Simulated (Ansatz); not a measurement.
Basis-set series for C3H5NS, SMILES `CSC1C=N1`. Total charge 0; spin multiplicity 1. The structure was optimised at the PBE0-D4/def2-TZVP level. It is one conformer, not always the lowest.

```xyz
10

C     1.2931   -0.6670   -1.0719
S     0.8466    0.8546   -0.2191
C    -0.7990    0.4365    0.2713
C    -1.3221    0.8360    1.5510
N    -1.0344   -0.3759    1.5496
H     0.6191   -0.8580   -1.9084
H     1.2838   -1.5116   -0.3830
H     2.3030   -0.5298   -1.4593
H    -1.4813    0.2188   -0.5476
H    -1.7089    1.5965    2.2173
```

```json
{"functional": "PBE0-D4", "basis": "def2-SVP", "functions": "99", "energy (Eh)": "-569.59578", "HOMO (eV)": "-6.46", "LUMO (eV)": "-0.60"}
{"functional": "PBE0-D4", "basis": "def2-QZVPP", "functions": "448", "energy (Eh)": "-569.94941", "HOMO (eV)": "-6.59", "LUMO (eV)": "-0.91"}
{"functional": "ωB97M-V", "basis": "def2-SVP", "functions": "99", "energy (Eh)": "-569.83258", "HOMO (eV)": "-8.64", "LUMO (eV)": "1.83"}
{"functional": "ωB97M-V", "basis": "def2-QZVPP", "functions": "448", "energy (Eh)": "-570.19306", "HOMO (eV)": "-8.79", "LUMO (eV)": "1.28"}
```

**Question.** Give the rows for def2-TZVPP. (Best estimate.)

**Answer.** Ansatz gave: 
```
functional       basis  functions  energy (Eh)  HOMO (eV)  LUMO (eV)
   PBE0-D4  def2-TZVPP        236   -569.92767      -6.55      -0.83
   ωB97M-V  def2-TZVPP        236   -570.17233      -8.75       1.46
```

Positive LUMOs are unbound and depend on the basis.
